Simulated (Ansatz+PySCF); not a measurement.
Two shapes of doublet C2H6S(+).

Shape 1:

```xyz
9

C    -0.0088    1.3644   -0.5179
S     0.0027   -0.0095    0.6626
C    -0.0019   -1.3632   -0.5229
H     0.0047    2.2903    0.0634
H     0.8971    1.3541   -1.1449
H    -0.8818    1.3474   -1.1448
H    -0.0021   -2.2893    0.0637
H    -0.8973   -1.3453   -1.1528
H     0.8933   -1.3358   -1.1447
```

Shape 2:

```xyz
9

C     0.0000    1.3667   -0.5137
S     0.0000    0.0000    0.6643
C     0.0000   -1.3667   -0.5137
H     0.0000    2.2967    0.0573
H     0.8916    1.3457   -1.1446
H    -0.8916    1.3457   -1.1446
H     0.0000   -2.2967    0.0573
H    -0.8916   -1.3457   -1.1446
H     0.8916   -1.3457   -1.1446
```

Basis set: cc-pVTZ on H, C; cc-pV(T+d)Z on S (spherical functions). Correlated methods keep 7 orbitals frozen. Correlation on ROHF uses semicanonical orbitals with singles. Charge 1, multiplicity 2.

Computed with Ansatz (development build ahead of 0.2.0) and PySCF 2.14.0; each method stands on the lowest determinant of its kind that the runs found.

Which shape is lower in energy, and by how much in each method?

| method | E(2) − E(1) (eV) |
| --- | --- |
| ROHF | -0.018 |
| UHF | -0.018 |
| ROHF-MP2 | -0.016 |
| UHF-MP2 | -0.016 |

Shape 2 is lower.
